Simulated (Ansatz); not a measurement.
Rutile MnO₂, relaxed in Ansatz (plane waves) with several semilocal functionals. Each gives its own volume and its own bulk modulus:

```json
[
 {"level": "LDA", "V0 (Å³/atom)": "8.689", "bulk modulus B0 (GPa)": "274.7", "ln V0": "2.1621", "ln B0": "5.6157"},
 {"level": "r²SCAN", "V0 (Å³/atom)": "9.161", "bulk modulus B0 (GPa)": "255.8", "ln V0": "2.2150", "ln B0": "5.5444"},
 {"level": "PBE", "V0 (Å³/atom)": "9.367", "bulk modulus B0 (GPa)": "225.2", "ln V0": "2.2372", "ln B0": "5.4170"}
]
```

Problem. Fit a straight line to ln B0 against ln V0. What does it predict for PBEsol, whose volume is 9.008 Å³/atom?

Solution. With x = ln V0 and y = ln B0: means 2.20477 and 5.52570; Σ(Δx Δy) = -0.007174, Σ(Δx²) = 0.002977, so the slope is -2.41. At x = 2.1981 the line gives y = 5.52570 + (-2.41) × (2.1981 − 2.20477) = 5.5418, or 255.1 GPa. The run with PBEsol gives 249.5 GPa, -2.2 % from the line. The rows used scatter about it by up to 4.4 %, while the largest value lies 22 % above the smallest. For comparison, PBE's own equation of state has B′ = 5.0, the slope −d ln B/d ln V at a fixed functional; the two needn't agree, since functionals also differ at one volume.

Spin-polarised runs: LDA (opposed moments), PBEsol (opposed moments), r²SCAN (opposed moments), PBE (opposed moments).

Ansatz's density-functional and Hartree–Fock values are scalar-relativistic unless marked +SOC, with PAW data made under PBE.

Ansatz is a quantum-chemistry and plane-wave program.
